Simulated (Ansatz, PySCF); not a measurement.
Reaction: C2H6O (SMILES O(C)C) → C2H6O (ethanol, SMILES OCC)
Each species at its own B3LYP-D3(BJ)/def2-TZVP minimum (Ansatz, a program for electronic structure), one conformer.

Property: isomerisation energy (enthalpy at 298 K, ideal-gas terms from PySCF's Hessians at B3LYP-D3(BJ)/def2-TZVP), in kcal/mol. Open shells are spin-unrestricted; no spin-orbit coupling. CBS(X,Y): correlation extrapolated as X^-3, Hartree-Fock from the larger set. A bracket is a step between two methods taken in the basis named. Functionals run without relativity, which enters their misses. Double hybrids freeze cores in their MP2 part. '+ core + X2C': CCSD(T) terms for core correlation (cc-pwCVTZ) and scalar relativity (cc-pVTZ-DK).

From measured enthalpies of formation at 298 K: -12.1 kcal/mol (Active Thermochemical Tables 1.112 (ions: stationary electron), as tabulated in the package chemicals). The calculations leave out spin-orbit terms.

Task: What does PBE/def2-TZVPD (Ansatz) give here, and how do the other levels compare?

Result: PBE gives -11.1 kcal/mol, 1.0 kcal/mol above it. Errors of the others: r2SCAN/def2-TZVPD (Ansatz) 1.0; B3LYP/def2-TZVPD (Ansatz) 1.8; PBE0/def2-TZVPD (Ansatz) 0.5; wB97M-V/def2-TZVPD (Ansatz) 0.6; B2PLYP/def2-TZVPD (Ansatz) 1.2; CCSD(T)/CBS(cc-pVTZ,cc-pVQZ) + core + X2C (Ansatz) -0.2; CCSD(T)/CBS(cc-pVTZ,cc-pVQZ) + [CCSDT(Q) - CCSD(T)]/cc-pVDZ + core + X2C (Ansatz) -0.2 kcal/mol. Nearer than PBE: PBE0/def2-TZVPD, wB97M-V/def2-TZVPD, CCSD(T)/CBS(cc-pVTZ,cc-pVQZ) + core + X2C, CCSD(T)/CBS(cc-pVTZ,cc-pVQZ) + [CCSDT(Q) - CCSD(T)]/cc-pVDZ + core + X2C.
